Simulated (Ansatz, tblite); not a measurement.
# The cluster AlCu₂+: one state, many levels

The task here is to estimate one member of a computed series from the others.

Computed with Ansatz 0.2.0, Gaussian basis. Level: as each input shows.

Plan: GFN1-xTB, GFN2-xTB, PBE-D4/def2-TZVP, r2SCAN-D4/def2-TZVP, HF/def2-TZVP, r2SCAN0-D4/def2-TZVP, BLYP-D4/def2-TZVP, revPBE-D4/def2-TZVP, r2SCANh-D4/def2-TZVP, B97M-V/def2-TZVP, HSE06-D4/def2-TZVP, PBE+5HF/def2-TZVP, PBE+10HF/def2-TZVP, PBE+15HF/def2-TZVP, PBE+35HF/def2-TZVP, PBE+50HF/def2-TZVP, PBE-D4/def2-SVP, PBE0-D4/def2-SVP, CCSD(T)/def2-TZVPP, MP2/def2-TZVP, RPA/def2-TZVP, MP2/def2-QZVPP.

**The structure**

The geometry is that of the singlet, from an earlier relaxation (PBE-D4/def2-TZVP). At that level it is the lowest of the isomers that a small search found.

3 atoms, charge 1, spin multiplicity 1.

Bond lengths: Cu1–Al3 2.296 Å, Cu2–Al3 2.296 Å. Angles: Cu1–Al3–Cu2 180.0°.

No spin-orbit coupling is included. The ion is computed in the gas phase, without counter-ions or solvent.

PBE0-D4/def2-TZVP was run before; its log isn't repeated, and its numbers join the tables.

The first run:

Tight binding, by tblite at 300 K electronic temperature and without a spin-polarisation term:

```python
tblite.interface.Calculator('GFN1-xTB', numbers, positions, charge=1, uhf=0).singlepoint()
```

Tight binding, by tblite at 300 K electronic temperature and without a spin-polarisation term:

```python
tblite.interface.Calculator('GFN2-xTB', numbers, positions, charge=1, uhf=0).singlepoint()
```

start.molden holds the orbitals of an earlier run on this state, given as this run's starting guess.

Contents of in.yaml:

```yaml
crystal:
  periodic: [false, false, false]
  atoms:
    - {symbol: Cu, position_ang: [-2.058400, -0.542945, -0.859728]}
    - {symbol: Cu, position_ang: [2.058385, 0.542981, 0.859728]}
    - {symbol: Al, position_ang: [0.000005, -0.000036, 0.000000]}
basis:
  gaussian: {orbitals: def2-TZVP, initial_orbitals: start.molden}
total_charge: 1
hamiltonian: {xc: pbe, dispersion: d4}
scf: {omitted_lower_state_checks: [starts]}
output: {orbitals: {seedname: orbitals}}
```

On the command line:

```bash
$ ansatz run in.yaml --threads 2 --pin off --events-out ev --progress --plain --max-ram 4352MiB
```

Steps of the session up to this table: PBE-D4/def2-TZVP; r2SCAN-D4/def2-TZVP; HF/def2-TZVP; r2SCAN0-D4/def2-TZVP; BLYP-D4/def2-TZVP; revPBE-D4/def2-TZVP; r2SCANh-D4/def2-TZVP; B97M-V/def2-TZVP; HSE06-D4/def2-TZVP; PBE+5HF/def2-TZVP; PBE+10HF/def2-TZVP; PBE+15HF/def2-TZVP; PBE+35HF/def2-TZVP; PBE+50HF/def2-TZVP; PBE-D4/def2-SVP; PBE0-D4/def2-SVP; CCSD(T)/def2-TZVPP; MP2/def2-TZVP; RPA/def2-TZVP; MP2/def2-QZVPP.

One of the session's tables, all rows but one given; the rest of the session is left out.

```
               level  HOMO (eV)  LUMO (eV)  gap (eV)
        HF/def2-TZVP     -11.83      -3.79      8.04
     PBE-D4/def2-SVP      -9.87      -7.45      2.42
    PBE-D4/def2-TZVP     -10.29      -7.76      2.53
 revPBE-D4/def2-TZVP     -10.18      -7.62      2.56
   BLYP-D4/def2-TZVP     -10.23      -7.82      2.41
 r2SCAN-D4/def2-TZVP     -10.28      -7.42      2.86
    B97M-V/def2-TZVP     -10.27      -7.55      2.72
r2SCANh-D4/def2-TZVP     -10.56      -7.11      3.44
    PBE0-D4/def2-SVP     -10.54      -6.63      3.91
   PBE0-D4/def2-TZVP     -10.89      -6.80      4.08
r2SCAN0-D4/def2-TZVP     -10.92      -6.67      4.25
  HSE06-D4/def2-TZVP     -10.50      -7.18      3.33
   PBE+5HF/def2-TZVP     -10.42      -7.54      2.88
  PBE+10HF/def2-TZVP          ?          ?         ?
  PBE+15HF/def2-TZVP     -10.66      -7.15      3.51
  PBE+35HF/def2-TZVP     -11.11      -6.46      4.65
  PBE+50HF/def2-TZVP     -11.44      -5.95      5.49
```

Q: Estimate the row for PBE+10HF/def2-TZVP from the others.

As computed: HOMO (eV): -10.54; LUMO (eV): -7.32; gap (eV): 3.22.
